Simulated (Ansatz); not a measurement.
`[BH3-][OH+]C` at its PBE0-D4/def2-TZVP geometry, where that method's forces vanish. The species carries charge 0 and has multiplicity 1.

```xyz
10

B     0.3557    0.8052   -1.0091
O    -0.5864   -0.3148   -0.2614
C    -0.2549   -0.5558    1.1113
H     0.1061    1.8205   -0.4074
H    -0.0468    0.7657   -2.1465
H     1.4871    0.3944   -0.8561
H    -0.5209   -1.1315   -0.7677
H    -0.4006    0.3915    1.6241
H     0.7887   -0.8627    1.1987
H    -0.9281   -1.3126    1.5142
```

(1) What forces (eV/Å) does PBE-D4/def2-TZVPP give on these atoms in the Gaussian-basis code of Ansatz? (Best estimate.)

## Answers

(1) Computed: 
```
B1   0.066  0.039 -0.040
O2  -0.284  0.379 -0.203
C3   0.063 -0.097  0.270
H4  -0.023  0.096  0.052
H5  -0.040 -0.003 -0.105
H6   0.108 -0.024  0.007
H7   0.039 -0.372 -0.236
H8  -0.026  0.202  0.110
H9   0.233 -0.062  0.045
H10 -0.137 -0.158  0.098
```
